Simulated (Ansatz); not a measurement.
# C4H7 radical: up Jacob's ladder to CCSD(T)

One table from this session's results is given with a row withheld; the runs are named, their logs left out.

The runs use Ansatz 0.2.0, Gaussian basis; functionals in def2-TZVPP, the program's frozen cores in correlated methods.

Levels to be run: LDA (SPW92), PBE-D4, revPBE-D4, BLYP-D4, r2SCAN-D4, B97M-V, PBE0-D4, B3LYP-D4, r2SCANh-D4, r2SCAN0-D4, HSE06-D4, BHLYP-D4, CAM-B3LYP-D4, LC-ωPBE, ωB97X-V, ωB97M-V, B2PLYP, PBE-QIDH; CCSD(T)/def2-SVP; CCSD(T)/def2-TZVPP; MP2/def2-QZVPP; extrapolation to the limit; RPA on PBE.

## The relaxed structure

The geometry comes from an earlier relaxation with PBE0-D4 in a triple-zeta def2 set; it is a stationary point, not always the lowest conformer.

SMILES `[CH]1CCC1`, 11 atoms, charge 0, spin multiplicity 2.

Atoms are counted from 1 here; the program's logs count them from 0.

Bond lengths: C1–C2 1.493 Å, C1–C4 1.493 Å, C1–H5 1.083 Å, C2–C3 1.552 Å, C2–H6 1.097 Å, C2–H7 1.098 Å, C3–C4 1.552 Å, C3–H8 1.090 Å, C3–H9 1.090 Å, C4–H10 1.098 Å, C4–H11 1.097 Å. Angles: C2–C1–C4 94.5°, C2–C1–H5 132.8°, C4–C1–H5 132.8°, C1–C2–C3 87.8°, C1–C2–H6 115.9°, C1–C2–H7 115.7°, C3–C2–H6 115.1°, C3–C2–H7 114.9°, H6–C2–H7 106.8°, C2–C3–C4 89.8°, C2–C3–H8 114.3°, C2–C3–H9 114.5°, C4–C3–H8 114.3°, C4–C3–H9 114.5°, H8–C3–H9 108.5°, C1–C4–C3 87.8°, C1–C4–H10 115.7°, C1–C4–H11 115.9° and more.

Geometry (Å):

```csv
atom,x (Å),y (Å),z (Å)
C1,-0.3340,0.6711,-0.8575
C2,-0.0052,0.9388,0.5738
C3,0.2841,-0.5780,0.7301
C4,-0.0579,-0.7932,-0.7683
H5,-0.6432,1.3126,-1.6732
H6,-0.8273,1.3224,1.1913
H7,0.8568,1.5949,0.7499
H8,-0.3828,-1.0936,1.4217
H9,1.3133,-0.8174,0.9987
H10,0.7731,-1.1596,-1.3847
H11,-0.9117,-1.4550,-0.9610
```

The first run:

in.yaml reads:

```yaml
crystal:
  periodic: [false, false, false]
  atoms:
    - {symbol: C, position_ang: [-0.334009, 0.671080, -0.857472]}
    - {symbol: C, position_ang: [-0.005248, 0.938761, 0.573783]}
    - {symbol: C, position_ang: [0.284086, -0.577967, 0.730110]}
    - {symbol: C, position_ang: [-0.057879, -0.793173, -0.768343]}
    - {symbol: H, position_ang: [-0.643233, 1.312649, -1.673250]}
    - {symbol: H, position_ang: [-0.827305, 1.322369, 1.191260]}
    - {symbol: H, position_ang: [0.856839, 1.594872, 0.749862]}
    - {symbol: H, position_ang: [-0.382809, -1.093594, 1.421650]}
    - {symbol: H, position_ang: [1.313336, -0.817371, 0.998678]}
    - {symbol: H, position_ang: [0.773131, -1.159591, -1.384652]}
    - {symbol: H, position_ang: [-0.911709, -1.455034, -0.961027]}
basis:
  gaussian: {orbitals: def2-TZVPP}
magnetization: {spin_polarized: true, initial_magnetization: 1}
hamiltonian: {xc: lda}
output: {orbitals: {seedname: orbitals}}
```

Steps of the session up to this table: LDA; PBE-D4 (GGA); revPBE-D4 (GGA); BLYP-D4 (GGA); r2SCAN-D4 (meta-GGA); B97M-V (meta-GGA); PBE0-D4 (hybrid); B3LYP-D4 (hybrid); r2SCANh-D4 (hybrid); r2SCAN0-D4 (hybrid); HSE06-D4 (hybrid); BHLYP-D4 (hybrid); CAM-B3LYP-D4 (range-separated); LC-ωPBE-D4 (range-separated; the results give it without D4); ωB97X-V (range-separated); ωB97M-V (range-separated); B2PLYP (double hybrid); PBE-QIDH (double hybrid).

One of the session's tables, all rows but one given; the rest of the session is left out.

It belongs to the step «Orbital energies across the functionals». 

| functional | HOMO (eV) | gap (eV) |
| --- | --- | --- |
| LDA (SPW92) | -3.99 | 1.36 |
| PBE-D4 | -4.08 | 1.95 |
| revPBE-D4 | -4.07 | 2.06 |
| BLYP-D4 | -3.92 | 1.79 |
| r2SCAN-D4 | -4.50 | 3.08 |
| B97M-V | -4.32 | 2.52 |
| PBE0-D4 | -5.42 | 4.53 |
| B3LYP-D4 | -5.13 | 3.80 |
| r2SCANh-D4 | ? | ? |
| r2SCAN0-D4 | -5.74 | 5.34 |
| HSE06-D4 | -5.01 | 3.73 |
| BHLYP-D4 | -6.61 | 6.86 |
| CAM-B3LYP-D4 | -6.74 | 6.88 |
| LC-ωPBE | -8.20 | 9.84 |
| ωB97X-V | -7.65 | 8.78 |
| ωB97M-V | -7.45 | 8.42 |

Estimate the missing values for r2SCANh-D4.

Worked estimate for «HOMO (eV)». Against the share of exact exchange, r2SCAN-D4 (0, -4.50), r2SCAN0-D4 (0.25, -5.74) give a slope of -4.96 per unit share; at 0.1 the line stands at -5.00.

**Answer.** HOMO (eV): -5.00; gap (eV): 3.99. In «HOMO (eV)» the line misses by 0.00.
